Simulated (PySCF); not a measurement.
# A diatomic session: CN

An exercise on one series of results from a longer session: the logs are not shown, and one member is left open.

Computed with PySCF 2.14.0. Level: C x2c-SVPall, N x2c-SVPall, spin-free X2C with a Gaussian nucleus.

The first run:

The job is set up so:

```
atoms                         : C, N
charge                        : 0
basis                         : C x2c-SVPall, N x2c-SVPall
Hamiltonian                   : spin-free X2C with a Gaussian nucleus
basis functions               : 28
electrons treated             : 13
masses in u                   : 12.0000, 14.0031
levels                        : PBE0, PBE, r²SCAN, revPBE, PW91, PBEsol, HF, MP2, SCS-MP2, CCSD, CCSD(T)
grid                          : 80 radial by 434 angular points
occupations                   : held fixed by the projection of orbital angular momentum
dissociation limit            : C + N, each in its ground configuration
starting distance in angstrom : 1.365
values of 2S to try           : 1, 3, 5
```

On the command line:

```bash
$ OMP_NUM_THREADS=1 python dia.py task.json out
```

Steps of the session up to this table: Input; The PBE0 curve of the state that the search chose; Excited determinants; PBE; r²SCAN; revPBE (GGA); PW91; PBEsol (GGA); ROHF (mean field); Adding correlation.

One of the session's tables, all rows but one given; the rest of the session is left out.

```
       level  Re (Å)  ωe (cm⁻¹)  De (eV)
        ROHF   1.134       2502     3.80
    ROHF-MP2       ?          ?        ?
ROHF-SCS-MP2   1.192       1922     7.43
   ROHF-CCSD   1.177       2165     6.94
ROHF-CCSD(T)   1.186       2089     7.28
         PBE   1.182       2117     8.62
      PBEsol   1.181       2132     8.92
      revPBE   1.185       2101     8.25
        PW91   1.181       2119     8.58
      r²SCAN   1.172       2175     7.73
        PBE0   1.167       2215     7.78
```

Q: Estimate the row for ROHF-MP2 from the others.

The run gave: Re (Å): 1.197; ωe (cm⁻¹): 1868; De (eV): 7.61. In the column «Re (Å)» it is the highest.

De is counted to C + N in their ground configurations.
